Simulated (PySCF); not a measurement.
Species: C₂H₆OS.
Cartesian coordinates in Å at the PBE0-D3(BJ)/def2-SVP level; atoms count from 1:
```xyz
10
C2H6OS angstrom
C     -1.2881    0.2455   -0.3638
S     -0.1132   -1.0268    0.1756
C      1.3864   -0.0202   -0.0109
O     -0.3216   -1.1916    1.6523
H     -2.2881   -0.1786   -0.2026
H     -1.1447    0.4805   -1.4282
H     -1.1587    1.1359    0.2685
H      1.2868    0.8710    0.6258
H      2.2153   -0.6421    0.3524
H      1.5506    0.2496   -1.0646
```

Method: core-valence-separated Tamm–Dancoff BHandHLYP/aug-pcX-1 (pcseg-1 on H, def2-SVPD on S) in PySCF, non-relativistic, gas phase, PBE0-D3(BJ)/def2-SVP geometry. BHandHLYP without relativity tends to put these K edges a few eV too low, so spacings mean more than positions.

The lowest roots of each edge with f over 0.003 (five at most, numbered afresh; weaker and dark ones are left out), with transition dipoles (au) in the frame of the coordinates:

```json
{"root": "1", "edge": "C", "E (eV)": "285.60", "μx": "0.0796", "μy": "0.0368", "μz": "-0.0028"}
{"root": "2", "edge": "C", "E (eV)": "285.61", "μx": "0.0387", "μy": "-0.0724", "μz": "0.0257"}
{"root": "3", "edge": "C", "E (eV)": "286.21", "μx": "-0.0021", "μy": "-0.0089", "μz": "0.0259"}
{"root": "4", "edge": "C", "E (eV)": "286.88", "μx": "-0.0463", "μy": "0.0044", "μz": "0.0187"}
{"root": "5", "edge": "C", "E (eV)": "286.88", "μx": "0.0023", "μy": "-0.0027", "μz": "0.0826"}
{"root": "6", "edge": "O", "E (eV)": "530.53", "μx": "0.0072", "μy": "0.0011", "μz": "-0.0558"}
{"root": "7", "edge": "O", "E (eV)": "531.62", "μx": "-0.0372", "μy": "0.0037", "μz": "-0.0047"}
{"root": "8", "edge": "O", "E (eV)": "532.66", "μx": "0.0019", "μy": "0.0222", "μz": "0.0019"}
{"root": "9", "edge": "O", "E (eV)": "532.88", "μx": "-0.0038", "μy": "-0.0147", "μz": "0.0183"}
```

Q: What are the oscillator strengths?

A: f = (2/3) ΔE |μ|², with ΔE in hartree (27.2114 eV):

| root | ΔE (Eh) | \|μ\|² (au) | f | core hole on |
| --- | --- | --- | --- | --- |
| 1 | 10.4956 | 0.007693 | 0.054 | C1/C3 |
| 2 | 10.4959 | 0.007397 | 0.052 | C1/C3 |
| 3 | 10.5181 | 0.000755 | 0.005 | C1/C3 |
| 4 | 10.5425 | 0.002514 | 0.018 | C1/C3 |
| 5 | 10.5426 | 0.006833 | 0.048 | C1/C3 |
| 6 | 19.4965 | 0.003172 | 0.041 | O4 |
| 7 | 19.5365 | 0.001418 | 0.018 | O4 |
| 8 | 19.5749 | 0.000499 | 0.007 | O4 |
| 9 | 19.5830 | 0.000567 | 0.007 | O4 |

Q: Molecules are fixed in this frame and the field points along (0, 1, 1)/√2. What effective strengths 3 f cos²θ do the roots have (θ between field and μ)?

A: root 1 (C1/C3): 0.012, root 2 (C1/C3): 0.023, root 3 (C1/C3): 0.003, root 4 (C1/C3): 0.006, root 5 (C1/C3): 0.067, root 6 (O4): 0.058, root 7 (O4): 0.000, root 8 (O4): 0.011, root 9 (O4): 0.000. Root 5 is the strongest. Averaged over all orientations cos²θ is 1/3, which gives f back. For degenerate partners only the sum has meaning, as the program may mix them freely.

